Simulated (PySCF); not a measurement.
Gas-phase reaction: 3 SiHCl + SiH3Cl ⇌ 2 SiH2 + 2 SiHCl2

Computed with PySCF and rigid-rotor harmonic-oscillator thermochemistry at 1 bar. † marks an energy on the PBE0/def2-TZVP geometry and frequencies; other levels use their own. CCSD(T) freezes the core. 6-31G* has spherical d functions here. Open shells (unrestricted): SiHCl2 (multiplicity 2); the rest are closed-shell singlets. SiHCl, SiHCl2: computed as isolated molecules; such fragments, hydroxides, amides, oligomers or adducts are transient or little studied in the gas. CCSD(T) isn't extrapolated to the basis-set limit; its ΔH°(298 K) is 196.9 kJ in def2-SVP and 200.1 kJ in def2-TZVPP. The harmonic model lacks anharmonicity and excited electronic states, which grow with temperature; levels with a mode under 35 cm⁻¹ are left out.

| level | ΔE electronic, kJ | ΔH°(298 K), kJ | ΔS°(298 K), J/K | ΔG°(2500 K), kJ |
|---|---|---|---|---|
| BLYP/def2-TZVP† | 211 | 205 | 3 | 180 |
| CCSD(T)/def2-SVP† | 204 | 197 | 3 | 173 |
| CCSD(T)/def2-TZVPP† | 207 | 200 | 3 | 176 |
| HF/6-31G* | 147 | 139 | 1 | 119 |
| HF/def2-TZVP† | 136 | 130 | 3 | 105 |
| PBE/def2-TZVP† | 194 | 188 | 3 | 163 |
| PBE0/def2-QZVP† | 186 | 179 | 3 | 155 |
| PBE0/def2-SVP† | 186 | 179 | 3 | 155 |
| PBE0/def2-TZVP | 185 | 179 | 3 | 154 |
ΔH° is lowest at HF/def2-TZVP† and highest at BLYP/def2-TZVP†. No reference value is set beside these.
